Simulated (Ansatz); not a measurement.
A basis-limit estimate, worked out

An elementary step of SiNH$_{6}$, doublet (SiNH₅ ([NH2][SiH3]) + H → SiNH₄ ([NH][SiH3]) + H₂; bonds formed: H1–H4; bonds broken: H1–N2). “Start” is the structure reached by relaxing down from the saddle towards the reactants; PBE0-D4/def2-TZVP structures. The saddle:

H1  (0.211, -1.242, 1.002)
N2  (0.847, -0.121, 0.499)
Si3  (-0.187, 0.523, -0.765)
H4  (-0.382, -1.746, 1.372)
H5  (0.856, 0.451, 1.345)
H6  (-1.508, 1.041, -0.310)
H7  (0.569, 1.646, -1.382)
H8  (-0.406, -0.553, -1.761)
(Å)

Program: Ansatz 0.2.0. Basis: def2-TZVPP and def2-QZVPP. Cores are frozen in the correlated methods; orbitals are unrestricted.

Energies in eV:

| quantity | saddle | start |
| --- | --- | --- |
| Hartree–Fock, triple zeta (X = 3) | -9437.17917 | -9438.26327 |
| Hartree–Fock, quadruple zeta (X = 4) | -9437.52060 | -9438.60802 |
| MP2 correlation, X = 3 | -9.59646 | -9.59627 |
| MP2 correlation, X = 4 | -10.27465 | -10.29121 |
| CCSD(T) correlation, X = 3 | -11.12176 | -10.77577 |

Question: Work out the barrier at the basis limit: extrapolate Hartree–Fock as E(X) = E∞ + A exp(−7.88 √X) and the MP2 correlation as E(X) = E∞ + B X^−2.97 (the exponents that Neese and Valeev fitted for def2-TZVPP and QZVPP), then add CCSD(T) − MP2 in triple zeta.

Answer: Each step is linear, so take the differences first (saddle − start): Hartree–Fock 1.08410 (X = 3) and 1.08742 (X = 4); MP2 correlation -0.00019 and 0.01656; CCSD(T) correlation -0.34599.
Two points give E∞ = E(4) + w [E(4) − E(3)], with w = 1/(exp(7.88 (2 − √3)) − 1) = 0.1377 for Hartree–Fock and w = 1/((4/3)^2.97 − 1) = 0.7407 for the correlation.
Hartree–Fock: 1.08742 + 0.1377 × 0.00332 = 1.0879 eV.
MP2 correlation: 0.01656 + 0.7407 × 0.01675 = 0.0290 eV.
CCSD(T) − MP2: -0.34599 − (-0.00019) = -0.3458 eV.
Sum: 1.0879 + 0.0290 + (-0.3458) = 0.7711 eV, or 17.78 kcal/mol. Plain CCSD(T) in triple zeta gives 0.7381 eV, so the larger basis shifts the result by 0.0330 eV.

T1 diagnostic: at most 0.020. ⟨S²⟩ of the unrestricted Hartree–Fock references: 0.75 to 0.79 (a pure state has 0.75).

Radical steps of this kind take place in plasma deposition and etching.

Labels in which every atom is bracketed show which atoms are joined, not bond orders.

For scale, one of the runs: CCSD(T)/def2-TZVPP, 157 basis functions, launched by `ansatz run in.yaml --threads 2 --pin off --events-out ev --progress --plain --max-ram 4352MiB`. Hardware: 2 CPU threads of an Arm Neoverse V1, shared host. Wall time 47 s; peak host memory 2.5 GiB.
